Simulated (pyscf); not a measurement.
propane (H₃C–CH₂–CH₃) + trimethylaluminium (H₃C–Al(CH₃)–CH₃) -> H₃C–CH(CH₃)–Al(CH₃)–CH₃ + methane (CH₄) (four-centre exchange; singlet surface; C–H, Al–C broken, Al–C, C–H formed). Optimised with ωB97X-D3(BJ)/def2-SVP in PySCF. Rate constants from transition-state theory, ωB97M-D3(BJ)/def2-TZVP energies (ideal gas, 1 atm, RRHO with modes under 100 cm⁻¹ raised to 100, one conformer, R ln 2 for chiral ones without a mode under 150 cm⁻¹; no tunnelling), k in cm³ molecule⁻¹ s⁻¹.

| T (K) | 1000/T | log10 k |
|---|---|---|
| 298 | 3.354 | -41.63 |
| 600 | 1.667 | -27.81 |
| 900 | 1.111 | -23.00 |
| 1200 | 0.833 | ? |

Task: Fit an Arrhenius line to the three values, give the activation energy, and predict k at 1200 K.

Result: Least squares gives log10 k = -13.89 − 8.28 × 1000/T, so Ea = 8.28 × ln 10 × 1.987 = 37.9 kcal/mol, against an electronic barrier of 37.0. At 1200 K the line gives -20.79; the computed value is -20.48 (ΔG‡ = 82.8 kcal/mol), a factor 2.0 over the line, since the plot is curved. On the reactant side the descent ends in a complex, 5.4 kcal/mol under the separated species and 40.9 kcal/mol under the saddle at ωB97X-D3(BJ)/def2-TZVP. On the product side the descent ends in a complex (not fully relaxed), 4.5 kcal/mol under the separated species and 36.3 kcal/mol under the saddle at ωB97X-D3(BJ)/def2-TZVP. At the saddle there is also a short Al–H contact that neither side keeps. One saddle was located; it need not be the lowest between these sides.
